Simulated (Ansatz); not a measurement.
# Which isomer of BHNO gives these data?

These gas-phase data were calculated for one isomer of BHNO at PBE0-D3(BJ)/def2-SVP (harmonic, unscaled wavenumbers; equilibrium rotational constants with average atomic masses):

| Item | Value |
| --- | --- |
| rotational constants | 720.1, 9.268, 9.15 GHz |
| all wavenumbers above 1500 cm⁻¹ | 3878, 1938 |
| dipole moment | 4.14 D (PBE0/def2-TZVPD) |

Candidates:

(1) `[NH]B=O`, a doublet
(2) `[N]=BO`, a doublet

Problem. Which candidate do the data belong to?

Solution. Candidate (2). No mode falls between 3250 and 3800 cm⁻¹, where the N–H stretch of (1) would stand.

The same quantities for all candidates:

```tsv
	rotational constants (GHz)	wavenumbers above 1500 cm⁻¹	dipole (D)	E above the lowest, PBE0-D3(BJ)/def2-SVP (kcal/mol)
(1)	670.3, 9.339, 9.211	3562, 1931	2.99	0.0
(2)	720.1, 9.268, 9.15	3878, 1938	4.14	30.3
```

Each candidate is one conformer. Open shells are spin-unrestricted. Programs: Ansatz 0.2.0.
